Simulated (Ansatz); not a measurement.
A structure relaxed at PBE0-D4/def2-TZVP in Ansatz, charge 0, singlet:

```xyz
6

Na    3.035   -1.866    1.222
Na    1.432   -0.922   -1.792
Na    0.046   -0.061    0.739
H    -0.290    0.131   -1.322
H    -2.218    1.435    0.930
H    -2.006    1.283    0.224
```

Question: Give its formula.

Answer: the cluster Na₃H₃.

Question: Summarise the bond lengths by kind (pairs closer than 1.2 times the sum of covalent radii, bridged metal pairs left out).

Answer: 2 × Na–Na 3.53 to 3.54 Å; 2 × H–Na 2.07 to 2.10 Å.

The restricted singlet is unstable towards broken spin symmetry in Hartree–Fock (as tested in another run); at PBE0-D4/def2-TZVP this wasn't settled. In the singlet, H5 and H6 lie 0.75 Å apart (atoms count from 1), so H2 has formed as a molecule. Another isomer (singlet) lies 0.64 eV lower at PBE0-D4/def2-TZVP; other spin states weren't run for this one.
